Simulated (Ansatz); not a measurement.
Geometry optimisation, Ansatz, RKS PBE0-D4/def2-SVP.

The input (input.yaml):

```yaml
crystal:
  periodic: [false, false, false]
  atoms:
    - { symbol: Si, position_ang: [0.08865, 0.013809, -0.054532] }
    - { symbol: H, position_ang: [0.094462, -0.182469, 1.408334] }
    - { symbol: Si, position_ang: [2.315163, -0.001147, -0.802021] }
    - { symbol: H, position_ang: [2.869928, -1.389369, -0.758663] }
    - { symbol: H, position_ang: [2.391304, 0.503261, -2.208146] }
    - { symbol: H, position_ang: [3.155594, 0.877898, 0.068934] }
    - { symbol: H, position_ang: [-0.546858, 1.328159, -0.360985] }
    - { symbol: H, position_ang: [-0.681208, -1.097158, -0.685475] }
    - { symbol: Cl, position_ang: [-2.893399, 0.022635, 1.447573] }
    - { symbol: H, position_ang: [-1.676536, -0.075619, 1.976479] }
basis:
  gaussian: { orbitals: def2-SVP }
hamiltonian:
  xc: pbe0
  dispersion: d4
relax:
  f_tol: 0.03
  max_steps: 50
output:
  orbitals: {}
```

Run as:

```bash
$ ansatz run input.yaml --threads 2 --pin off --max-ram 3072MiB --backend cpu --events-out ev --progress --plain --runs-dir out
```

Task: Where does it end, and by what steps?

Result: The forces met the threshold. The force dipped under the threshold on the way, but the program's further checks kept it going. After 11 steps the energy has fallen by 0.092 eV; H10 moved furthest, 0.59 Å.

```csv
step,energy less start (eV),largest force component (eV/Å),accepted
0,0.0000,1.126,yes
1,-0.0637,0.732,yes
2,-0.0705,0.507,yes
3,-0.0855,0.087,yes
4,-0.0872,0.083,yes
5,-0.0882,0.079,yes
6,-0.0886,0.058,yes
7,-0.0895,0.168,yes
8,-0.0915,0.007,yes
9,-0.0923,0.026,yes
10,-0.0909,0.106,no
11,-0.0925,0.005,yes
```

```xyz
10
Properties=species:S:1:pos:R:3
Si 0.205 0.025 -0.059
H 0.224 -0.316 1.400
Si 2.403 0.002 -0.879
H 3.006 -1.355 -0.702
H 2.417 0.348 -2.334
H 3.239 0.999 -0.140
H -0.395 1.383 -0.225
H -0.629 -0.984 -0.777
Cl -3.174 0.042 1.477
H -2.179 -0.143 2.271
```

Whether the end is a true minimum wasn't checked by a vibrational analysis.

The run took 20 s on 2 threads of Arm Neoverse V1 (shared host), peak memory 0.18 GiB.
